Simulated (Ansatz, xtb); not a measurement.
**Isomers of C4H6N2 in order of energy**

4 gas-phase structures of C4H6N2, from a drawn sample of its isomers (lower ones may exist). Each was relaxed with GFN2-xTB:

A. `CC1=NCC=N1`, a singlet
B. `Cc1cn[nH]c1`, a singlet
C. `[H]/N=C(/C)CC#N`, a singlet
D. `Nc1cc[nH]c1`, a singlet

**Question.** Estimate their order in r2SCAN-D4/def2-SVP energy at these geometries, lowest first.

**Answer.** Calculated order at r2SCAN-D4/def2-SVP: D (0.0), B (2.7), A (8.4), C (18.3) kcal/mol.

Energies above the lowest of each column, in kcal/mol; the last columns are at PBE-D3(BJ)/def2-SVP geometries (a dash: not run or not comparable):

| structure | GFN2-xTB | HF/STO-3G | r2SCAN-D4/def2-SVP | PBE-D3(BJ)/def2-SVP | CCSD(T)/def2-SVP + ΔMP2/def2-TZVPP |
| --- | --- | --- | --- | --- | --- |
| D | 1.5 | 12.6 | 0.0 | 0.0 | 0.0 |
| B | 0.0 | 1.0 | 2.7 | 1.8 | 2.4 |
| A | 4.6 | 0.0 | 8.4 | 8.5 | 2.2 |
| C | 30.3 | 14.0 | 18.3 | 17.7 | – |

CCSD(T)/def2-SVP + ΔMP2/def2-TZVPP puts D lowest of those it was run on; GFN2-xTB picks B, HF/STO-3G picks A. CCSD(T)/def2-SVP + ΔMP2/def2-TZVPP orders those it was run on as D (0.0), A (2.2), B (2.4) kcal/mol. Less than 1 kcal/mol parts A and B, so the order within that pair means little. Flexible structures stand in one conformer each, not always the lowest. Frequencies (GFN2-xTB) were run for A, B, D alone. ΔMP2 is the change of the MP2 energy from the smaller to the larger basis.

Over these structures GFN2-xTB departs from r2SCAN-D4/def2-SVP by 5.1 kcal/mol on average once a common shift is removed. A GFN2-xTB relaxation took about 0.052 s and the r2SCAN-D4/def2-SVP energy about 1 s on a shared host (Ansatz 0.2.0, xtb 6.7.1).
